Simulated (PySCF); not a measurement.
Below is a simulated gas-phase Si 2p photoelectron spectrum of silicon dioxide (`O=[Si]=O`).

Every computed line was given a Gaussian of 0.6 eV full width at half maximum and an area set by the number of equivalent atoms (split 2:1 within a doublet); the highest printed point is 100. Computed with PySCF 2.14.0, delta-SCF UKS SCAN, pcX-2 on the ionised atom, pcseg-1 elsewhere, spin-free X2C.

```json
{"binding energy (eV)": "109.3", "intensity": "1"}
{"binding energy (eV)": "109.4", "intensity": "2"}
{"binding energy (eV)": "109.5", "intensity": "5"}
{"binding energy (eV)": "109.6", "intensity": "13"}
{"binding energy (eV)": "109.7", "intensity": "26"}
{"binding energy (eV)": "109.8", "intensity": "46"}
{"binding energy (eV)": "109.9", "intensity": "70"}
{"binding energy (eV)": "110.0", "intensity": "90"}
{"binding energy (eV)": "110.1", "intensity": "100"}
{"binding energy (eV)": "110.2", "intensity": "97"}
{"binding energy (eV)": "110.3", "intensity": "85"}
{"binding energy (eV)": "110.4", "intensity": "71"}
{"binding energy (eV)": "110.5", "intensity": "62"}
{"binding energy (eV)": "110.6", "intensity": "57"}
{"binding energy (eV)": "110.7", "intensity": "55"}
{"binding energy (eV)": "110.8", "intensity": "51"}
{"binding energy (eV)": "110.9", "intensity": "42"}
{"binding energy (eV)": "111.0", "intensity": "30"}
{"binding energy (eV)": "111.1", "intensity": "19"}
{"binding energy (eV)": "111.2", "intensity": "10"}
{"binding energy (eV)": "111.3", "intensity": "5"}
{"binding energy (eV)": "111.4", "intensity": "2"}
{"binding energy (eV)": "111.5", "intensity": "1"}
{"binding energy (eV)": "111.6", "intensity": "0"}
```

**Question.** How many maxima does the curve show, and how many computed lines lie under it?

**Answer.** The curve has 1 maximum (at 110.1 eV). Under it lie 2 lines from 1 inequivalent silicon site, drawn as a 2p3/2, 2p1/2 pair. At this width some lines have no maximum of their own.

**Question.** Decompose the envelope and assign each component. Numbering: `[O:1]=[Si:2]=[O:3]`.

**Answer.** 
| position (eV) | relative area | line | atoms | environment |
| --- | --- | --- | --- | --- |
| 110.11 | 0.67 | Si 2p3/2 | Si2 | silicon bonded to 2 O |
| 110.75 | 0.33 | Si 2p1/2 | Si2 | silicon bonded to 2 O |

**Question.** What are the centre and the root-mean-square width of the whole band?

**Answer.** The area-weighted mean of the lines is 110.32 eV. Their own spread about it is 0.30 eV (rms) and each Gaussian has σ = 0.6/2.355 = 0.25 eV; the variances add, which gives 0.39 eV.

No satellites, vibrations or lifetime broadening are included. 2p3/2 and 2p1/2 are the ΔSCF energy of one spin-free 2p hole plus the eigenvalues of a spin–orbit and ligand-field matrix of the shell. 2p1/2 minus 2p3/2 (ligand field included): Si 0.63 eV. Isolated species at its PBE0-D3(BJ)/def2-SVP geometry, gas phase.
